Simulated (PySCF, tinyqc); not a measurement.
Harmonic frequencies on the RHF/sto-3g surface (energies and gradients from PySCF), for CH2, spin multiplicity 1, step by step. The lowest restricted solution is unstable here: a spin-polarised one lies 0.0253 hartree lower (PySCF). Computed by tinyqc, a small Python program that keeps every step (integrals from PySCF). Settings: charge = 0, multiplicity = 1, basis = sto-3g, delta = 0.002. Command: `OMP_NUM_THREADS=1 python tinyqc.py 31303 31304 out.jsonl` (the two numbers bound the seeds that draw the settings). One thread of a shared host (Intel(R) Xeon(R) Processor @ 2.60GHz), about 1 s of CPU time with the checks.

## One row of the Hessian: 1Cy

optimised positions (bohr):
```
            x          y          z
1C   0.011884   0.024032  -0.364674
2H  -0.011435   1.632064   1.018418
3H   0.041125  -1.627750   0.965751
```

gradient at +delta (hartree/bohr):
```
              x            y            z
1C  -0.00001648   0.00102097   0.00000608
2H   0.00000733  -0.00050387  -0.00042791
3H   0.00000915  -0.00051710   0.00042183
```

gradient at -delta (hartree/bohr):
```
              x            y            z
1C   0.00001646  -0.00101860  -0.00000023
2H  -0.00000714   0.00049324   0.00042380
3H  -0.00000931   0.00052536  -0.00042357
```

Displace 1Cy by +/-0.002 bohr; H(k, :) = (g(+) - g(-)) / (2 delta).

row of the Hessian (hartree/bohr^2): 1Cx -0.00823415, 1Cy 0.50989414, 1Cz 0.00157761, 2Hx 0.00361772, 2Hy -0.24927786, 2Hz -0.21292908, 3Hx 0.00461643, 3Hy -0.26061628, 3Hz 0.21135147

## Hessian by finite differences

All rows are made in the same way, and the matrix is symmetrised.

Hessian (symmetrised) (hartree/bohr^2):
```
             1Cx          1Cy          1Cz          2Hx          2Hy          2Hz          3Hx          3Hy
1Cx   0.00013418  -0.00823414   0.00076899  -0.00005430   0.00375738   0.00303162  -0.00007984   0.00447676
1Cy  -0.00823414   0.50989414   0.00157768   0.00361771  -0.24927805  -0.21292971   0.00461642  -0.26061649
1Cz   0.00076899   0.00157768   0.41331505   0.00185785  -0.14027073  -0.21234085  -0.00262684   0.13869304
2Hx  -0.00005430   0.00361771   0.00185785   0.00006146  -0.00420322  -0.00248579  -0.00000719   0.00058551
2Hy   0.00375738  -0.24927805  -0.14027073  -0.00420322   0.28128866   0.17735900   0.00044584  -0.03201040
2Hz   0.00303162  -0.21292971  -0.21234085  -0.00248579   0.17735900   0.19736139  -0.00054584   0.03557056
3Hx  -0.00007984   0.00461642  -0.00262684  -0.00000719   0.00044584  -0.00054584   0.00008701  -0.00506227
3Hy   0.00447676  -0.26061649   0.13869304   0.00058551  -0.03201040   0.03557056  -0.00506227   0.29262710
3Hz  -0.00380061   0.21135204  -0.20097429   0.00062794  -0.03708829   0.01497951   0.00317267  -0.17426359

             3Hz
1Cx  -0.00380061
1Cy   0.21135204
1Cz  -0.20097429
2Hx   0.00062794
2Hy  -0.03708829
2Hz   0.01497951
3Hx   0.00317267
3Hy  -0.17426359
3Hz   0.18599482
```

## Normal modes

masses (u): 1C 12.000000, 2H 1.007825, 3H 1.007825

Diagonalise H_ij / sqrt(m_i m_j); the 6 smallest eigenvalues belong to translations and rotations; wavenumber = sqrt(eigenvalue / 1822.888) x 219474.63; each mode has its largest component positive (the first on a tie); zero-point energy = sum of wavenumbers / 2, with 349.755 1/cm per kcal/mol.

eigenvalues of the mass-weighted Hessian (hartree/(bohr^2 u)): -0.000002  -0.000002  0.000000  0.000000  0.000000  0.000000  0.123469  0.432624  0.470844

harmonic wavenumbers of the vibrations (1/cm): 1806.3  3381.1  3527.3

mass-weighted modes:
```
        mode 1     mode 2     mode 3
1Cx  -0.000654   0.000507   0.004843
1Cy   0.004831  -0.003761  -0.300376
1Cz  -0.299705   0.232278  -0.004866
2Hx   0.008111   0.008134  -0.007415
2Hy  -0.441385  -0.552267   0.511320
2Hz   0.510086  -0.409756   0.439786
3Hx  -0.005854  -0.009884  -0.009297
3Hy   0.424713   0.565246   0.525168
3Hz   0.524083  -0.391749  -0.422995
```

zero-point energy = 12.458273 kcal/mol
